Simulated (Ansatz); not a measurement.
Worked example: Mg(CH3)2 → CH3Mg + CH3

Species: Mg(CH3)2, singlet; CH3Mg `[CH3][Mg]`, doublet; CH3 `[CH3]`, doublet. 

Shapes, held fixed at every level: PBE0-D4/def2-TZVP. Programs: Ansatz 0.2.0. Electronic energies: no zero-point or thermal term.

At CCSD(T)/def2-TZVPP; 1 Eh = 2625.50 kJ/mol:

| species | energy (Eh) |
| --- | --- |
| Mg(CH3)2 | -279.473930 |
| CH3Mg | -239.609326 |
| CH3 | -39.761719 |

Q: Work out ΔE of the reaction at this level.

A: 
1. Products less reactants: (-239.609326) + (-39.761719) − [(-279.473930)] = 0.102885 Eh = +270.1 kJ/mol.

Other levels give +153.9 (HF/def2-TZVPP) to +315.0 kJ/mol (SPW92/def2-TZVPP). No measured value is set beside it here. Open shells run unrestricted unless RO is named. Correlated rows may include outer-core shells of Mg, which these sets cover unevenly.
